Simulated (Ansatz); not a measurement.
# [BH₂···H···CN], doublet: the ladder up to UCCSDT(Q)

Geometry: a point of a hydrogen-transfer path between rigid fragments, not a stationary point.

```yaml
atoms:
  - { symbol: B, position_ang: [-2.3071, 0.0000, 0.0000] }
  - { symbol: H, position_ang: [-2.9039, 1.0336, 0.0000] }
  - { symbol: H, position_ang: [-2.9039, -1.0336, 0.0000] }
  - { symbol: H, position_ang: [-1.0251, 0.0000, 0.0000] }
  - { symbol: N, position_ang: [1.7589, 0.0000, 0.0000] }
  - { symbol: C, position_ang: [0.5989, 0.0000, 0.0000] }
```

Basis cc-pVDZ; Ansatz 0.2.0. Only valence electrons are correlated (noble-gas cores frozen), which leaves 15 electrons in 54 orbitals. Prefix R: restricted or restricted open-shell reference; prefix U: unrestricted. Active spaces: pair = (3e, 3o) about the gap; frontier = (9e, 9o) about the gap.

Full CI isn't at hand for all of this; UCCSDT(Q) serves as the reference, and is uncertain by about the last step of the cluster series. The frozen core follows each run's orbitals, which can shift R against U totals by a few meV.

Unrestricted rows (U) aren't spin-pure: their determinants' ⟨S²⟩ exceeds S(S+1) by up to 0.32, so they mix in states of higher spin. For open shells CISD is restricted-active-space CI with the open shells as a complete middle space.

```
UHF ⟨S²⟩                          : 1.068
T1 diagnostic (RCCSD)             : 0.0293
largest doubles amplitude (RCCSD) : 0.097
T1 diagnostic (UCCSD)             : 0.0529
```

```tsv
level	E − E(UCCSDT(Q)) (meV)	share of correlation (%)	wall time
RHF	11490	0.00	–
UHF	11017	4.12	–
RMP2	1327	88.45	–
UMP2	1980	82.76	–
CISD	1772	84.58	7.5 s
RCCSD	503	95.62	–
UCCSD	501	95.64	–
RCCSD(T)	73	99.37	6 s
UCCSD(T)	105	99.08	6 s
BCCD(T)	75	99.35	7 s
RCCSDT	48	99.58	–
UCCSDT	49	99.58	–
RCCSDT(Q)	2	99.98	8.5 s (H100)
CASSCF (pair space)	10633	7.46	–
NEVPT2 (pair space)	1363	88.13	6 s
MRCISD (pair space)	1571	86.33	–
MRCISD+Q (pair space)	332	97.11	3.7 s (H100)
CASSCF (frontier space)	7280	36.64	–
NEVPT2 (frontier space)	1586	86.20	8.5 s (H100)
MRCISD (frontier space)	722	93.71	–
MRCISD+Q (frontier space)	114	99.01	9.5 s (H100)
```

The correlation energy at UCCSDT(Q), counted from RHF, is -11.490 eV. That run took 7.5 s on 2 threads of AMD EPYC 7R13 with a shared H100 80 GB, shared host.

Times hold each run's SCF and search for its determinant on a shared host, so for small cases they say little of a method's own cost; rows without a card ran on 1 thread of AMD EPYC 7R13.
